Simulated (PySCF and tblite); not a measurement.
C3H7N, numbered as in [NH2:1][CH:2]1[CH2:3][CH2:4]1.

Level: PBE0-D3(BJ)/def2-TZVP (IEF-PCM, chloroform)//PBE0-D3(BJ)/def2-SVP, thermal terms from GFN2-xTB, symmetry numbers and mirror pairs counted. Conformers within 3 kcal/mol (GFN2-xTB free energy) were kept, 8 at most. GIAO shieldings: PBE0/pcSseg-1 (IEF-PCM, chloroform). Shifts are against TMS (¹H), TMS (¹³C), NH3 (¹⁵N) at the same level. (PySCF 2.14, tblite 0.8.)

Torsions listed: H1–N1–C2–C3. Of a mirror pair one member is shown.

| conformer | shape | weight % | dipole D |
| --- | --- | --- | --- |
| 1 | -155° | 90.9 | 1.61 |
| 2 | -27° | 9.1 | 1.46 |

**Question.** How do the computed shifts compare with measured ones?

**Answer.** 
```
nucleus  signal  leading conformer  average  measured                                          medium
     ¹H      H2               2.18     2.17      2.23  not stated per compound (mostly CDCl3 or CCl4)
    ¹³C      C2               25.2     25.4        24  not stated per compound (mostly CDCl3 or CCl4)
    ¹³C   C3/C4                9.8      9.8       7.4  not stated per compound (mostly CDCl3 or CCl4)
```

Measured values: Pretsch, Buehlmann, Badertscher, Structure Determination of Organic Compounds, 4th ed. (2009). Mean difference for ¹³C: 1.90 ppm, scatter 0.50 ppm. The computed shifts are unscaled and lack vibrational corrections.


¹⁵N shifts are against a computed isolated NH3 molecule, about 20 ppm from the liquid.